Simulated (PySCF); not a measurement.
Species: C4H4N2.
SMILES: `C=N/C=C/C#N`

The calculation used MP2 and CCSD/aug-cc-pVDZ in PySCF, restricted Hartree–Fock reference, frozen core, non-relativistic, gas phase, PBE0-D3(BJ)/def2-SVP geometry.

E(HF) = -262.67956 Eh.

Task: How large is the problem?

Result: 174 basis functions and 42 electrons; 6 orbitals frozen, which leaves o = 15 correlated occupied and v = 153 virtual orbitals. That is o·v = 2295 singles and o·v(o·v + 1)/2 = 2634660 distinct closed-shell doubles amplitudes before symmetry; the costliest CCSD step grows as o²v⁴ = 1.2 × 10^11.

Task: What are the MP2 and CCSD correlation energies?

Result: MP2 -0.8586 Eh and CCSD -0.8910 Eh, which gives totals of -263.53818 and -263.57051 Eh. That is 0.808 eV for each correlated electron at CCSD (2339 kJ/mol in all, 0.338 % of the total energy); MP2 gives 96.4 % of the CCSD value.

Task: What is the T1 diagnostic?

Result: 0.0151, below the customary warning level of 0.02. It is the norm of the spatial-orbital singles amplitudes over the root of the number of correlated electrons, so the norm is 0.083.

Task: How does correlation change the dipole moment?

Result: HF gives 5.52 D and CCSD (unrelaxed density) 4.43 D, a change of -1.09 D.

Connected triples and the basis-set limit are missing.

The job also held the EOM ionisation roots. On an x86-64 server with one thread (shared host), this took 6.4 min.

Shape of the structure used: `[CH2:1]=[N:2]/[CH:3]=[CH:4]/[C:5]#[N:6]`: C1–N2–C3–C4 180°.

One conformer stands for the species.
